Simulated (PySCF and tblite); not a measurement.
The numbers below are computed, except where a source is named.
Stationary points of C$_{2}$H$_{6}$S$_{2}$ at PBE0-D3(BJ)/def2-SVP, in Å:

Structure A

```
 1 C     1.863   -0.130    0.185
 2 S     0.600   -1.397    0.470
 3 S    -0.859   -0.882   -0.886
 4 C    -1.839    0.332    0.037
 5 H     2.216   -0.157   -0.855
 6 H     1.491    0.874    0.433
 7 H     2.700   -0.375    0.858
 8 H    -1.249    1.229    0.276
 9 H    -2.244   -0.111    0.957
10 H    -2.671    0.620   -0.624
```

Structure B

```
 1 C     1.517   -0.104    0.292
 2 S     0.865   -1.703   -0.219
 3 S    -1.218   -1.372   -0.573
 4 C    -1.486    0.373   -0.223
 5 H     1.440    0.659   -0.495
 6 H     1.069    0.261    1.227
 7 H     2.584   -0.301    0.477
 8 H    -0.920    1.035   -0.893
 9 H    -1.292    0.632    0.828
10 H    -2.559    0.520   -0.421
```

The path came from a restrained scan, a climbing-image band and a saddle search at GFN2-xTB; energies are PBE0/pcSseg-1 + D3(BJ), IEF-PCM acetonitrile//PBE0-D3(BJ)/def2-SVP, thermal terms GFN2-xTB.

Problem. Which structure is a saddle point, and along which motion?

Solution. B: one imaginary mode (144i cm⁻¹ at GFN2-xTB, mostly on S3, S2, C4), along the rotation about the S2–S3 bond (torsion C1–S2–S3–C4 from -87° to 87°, rising).

Problem. Give their symmetry and energies above the lowest.

Solution. A C2, 0.0 kcal/mol; B C2v, 9.2 kcal/mol.
